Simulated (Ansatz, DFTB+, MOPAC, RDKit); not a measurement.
Molecule: thiophene, C₄H₄S (charge 0, singlet). SMILES: c1cccs1

Atoms: S1, C2, C3, C4, C5, H6, H7, H8, H9. Bonds: S1-C2, S1-C3, C2-C4, C2-H6, C3-C5, C3-H7, C4-C5, C4-H8, C5-H9.

Bond lengths (Å) and angles (degrees) optimised at UFF with RDKit; PM6 with MOPAC; MNDO with MOPAC; SCC-DFTB with DFTB+; B3LYP/LANL2DZ with Ansatz (a first-principles code); MP2/6-31G* with Ansatz, each started from the B3LYP-D3(BJ)/def2-TZVP structure (Ansatz) of the last column. A row stands for all coordinates that are equal there; 10 of 12 kinds are shown. 6-31G* holds six Cartesian d functions. No wavenumbers were computed at UFF, MNDO, SCC-DFTB, B3LYP/LANL2DZ, MP2/6-31G*, so these may be saddle points.

```csv
coordinate,UFF,PM6,MNDO,SCC-DFTB,B3LYP/LANL2DZ,MP2/6-31G*,B3LYP-D3(BJ)/def2-TZVP
S1-C2,1.681,1.741,1.679,1.707,1.797,1.718,1.718
C2-C4,1.388,1.360,1.374,1.386,1.376,1.376,1.365
C2-H6,1.082,1.075,1.081,1.092,1.081,1.082,1.077
C4-C5,1.400,1.448,1.452,1.419,1.446,1.420,1.422
C4-H8,1.082,1.081,1.083,1.097,1.085,1.085,1.080
C2-S1-C3,96.7,93.2,93.6,93.3,89.9,92.0,91.9
S1-C2-C4,108.0,110.0,111.9,110.7,111.6,111.6,111.5
C2-C4-C5,113.6,113.4,111.3,112.6,113.4,112.4,112.6
S1-C2-H6,126.1,121.3,120.5,123.3,119.4,120.2,120.3
C4-C2-H6,125.8,128.7,127.5,126.0,129.0,128.2,128.2
```

Mean signed difference of all 9 bond lengths from B3LYP-D3(BJ)/def2-TZVP: UFF -0.004 Å, PM6 0.007 Å, MNDO -0.002 Å, SCC-DFTB 0.009 Å, B3LYP/LANL2DZ 0.024 Å, MP2/6-31G* 0.004 Å.
